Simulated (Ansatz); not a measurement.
Born–Oppenheimer molecular dynamics of AlF2H3 (6 atoms, charge 0, multiplicity 1). It starts at the highest image of a converged band, a first-order saddle point between two minima.

All numbers below come from Ansatz, RKS PBE0-D4/6-31G*.

```
ensemble                      : NVE (velocity Verlet)
time step                     : 0.5 fs
steps asked                   : 200
starting velocities drawn for : 100 K
seed                          : 4929
```

First frame:

```xyz
6
Properties=species:S:1:pos:R:3
Al -0.011 -0.143 0.026
H 0.047 0.083 1.703
F 1.437 0.131 -0.721
H -1.376 0.113 -0.719
F 0.062 -1.894 0.803
H 0.081 -1.189 1.584
```

**Question.** How far do the bonds stretch over the last three quarters of this one trajectory? (Pairs bonded in most of those frames.)

**Answer.** 
```json
{"bond": "Al1–F3", "mean (Å)": "1.642", "spread (Å)": "0.055", "shortest": "1.53", "longest": "1.74"}
{"bond": "Al1–H4", "mean (Å)": "1.576", "spread (Å)": "0.019", "shortest": "1.54", "longest": "1.61"}
{"bond": "Al1–F5", "mean (Å)": "1.675", "spread (Å)": "0.105", "shortest": "1.51", "longest": "1.87"}
{"bond": "H2–H6", "mean (Å)": "0.754", "spread (Å)": "0.037", "shortest": "0.70", "longest": "0.83"}
```

Mean temperature of the second half: 1921 K. The conserved energy stayed within 0.31 meV per atom of its start (net change -0.21 meV per atom), so the integration is sound. The kinetic energy rose, since the run started high on the potential surface and went downhill. It ends in pieces (AlF2H + H2), so much of that is their flight and rotation, not heat. A run of 0.1 ps of so small a system gives no equilibrium averages. The orbitals stay closed-shell, which can raise the energy where a bond breaks towards radicals; this wasn't checked here.

Run time: 4.3 min on 1 thread of Arm Neoverse V1, on a shared host, peak memory 0.1 GiB.
